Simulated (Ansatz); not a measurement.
Input file:

```yaml
crystal:
  periodic: [false, false, false]
  atoms:
    - {symbol: P, position_ang: [0.000079, -0.000045, -0.032941]}
    - {symbol: H, position_ang: [1.354052, 0.014506, 0.340675]}
    - {symbol: H, position_ang: [-0.690409, 1.166785, 0.334178]}
    - {symbol: H, position_ang: [-0.666085, -1.179917, 0.337423]}
basis:
  gaussian: {orbitals: 6-31G}
total_charge: 1
correlation: {active_space: {window: {electrons: 3, orbitals: 3}}}
scf: {lower_state_search: full}
magnetization: {spin_polarized: true, initial_magnetization: 1}
```

```sh
$ ansatz run in.yaml --threads 1 --pin off --events-out ev --progress --plain --max-ram 2393MiB
```

Task: One thing in this input was set wrong on purpose, beside settings that are merely unusual. What is the gravest fault, and what does the program do?

Result: Active space on unrestricted orbitals. How the run ends: refused.
```
Error: invalid value for `correlation.active_space`: it starts from restricted Hartree–Fock orbitals; set hamiltonian.xc: hf without magnetization.spin_polarized
```
